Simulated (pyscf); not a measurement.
Thermochemistry of product channels of Cl–B(Cl)–Cl (SMILES ClB(Cl)Cl) + HF (SMILES F) on the singlet surface, in kJ/mol, from CCSD(T)/def2-TZVPP + ΔMP2(QZVPP) energies (ideal gas, 1 atm, RRHO with modes under 100 cm⁻¹ raised to 100, one conformer, R ln 2 for chiral ones without a mode under 150 cm⁻¹). Optimised with ωB97X-D3(BJ)/def2-SVP in PySCF. MP2 and CC: frozen core, UHF for open shells. ΔMP2 is the change of the MP2 total energy from the triple- to the quadruple-zeta basis.

```csv
products,ΔE,ΔH(298 K),ΔG(600 K),ΔG(1200 K)
HCl (SMILES Cl) + F–B(Cl)–Cl (SMILES FB(Cl)Cl),-56.3,-59.6,-65.8,-70.8
F–Cl (SMILES FCl) + Cl–BH–Cl (SMILES ClBCl),___,+372.5,+359.8,+349.6
```

Task: Complete the blanks.

Result: 
- F–Cl (SMILES FCl) + Cl–BH–Cl (SMILES ClBCl), ΔE: +375.6

These are energies of the channels, which say nothing of barriers. The CCSD(T) − MP2 part came from Ansatz, without density fitting, on the same reference.
